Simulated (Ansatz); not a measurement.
Rock-salt BaTe was calculated with r²SCAN50 (plane waves, PAW; Ansatz, a quantum-chemistry and plane-wave program).

Settings: plane-wave cutoff 520 eV, 6×6×6 k mesh, Fermi–Dirac smearing 0.01 eV, scalar-relativistic PAW data made under PBE.

Properties against volume:

```json
[
 {"V (Å³/atom)": "41.341", "P (GPa)": "1.85", "direct gap at Γ (eV)": "6.122", "smallest gap on the k mesh (eV)": "4.306"},
 {"V (Å³/atom)": "42.023", "P (GPa)": "1.21", "direct gap at Γ (eV)": "6.080", "smallest gap on the k mesh (eV)": "4.344"},
 {"V (Å³/atom)": "43.517", "P (GPa)": "-0.01", "direct gap at Γ (eV)": "5.907", "smallest gap on the k mesh (eV)": "4.421"},
 {"V (Å³/atom)": "44.605", "P (GPa)": "-0.76", "direct gap at Γ (eV)": "5.788", "smallest gap on the k mesh (eV)": "4.470"},
 {"V (Å³/atom)": "45.693", "P (GPa)": "-1.43", "direct gap at Γ (eV)": "5.675", "smallest gap on the k mesh (eV)": "4.515"}
]
```

The fundamental gap (4.42 eV at the equilibrium volume, on the SCF mesh) lies elsewhere than Γ–Γ.

Spin–orbit coupling is not included; with these elements it can move the gap by several tenths of an eV or more.
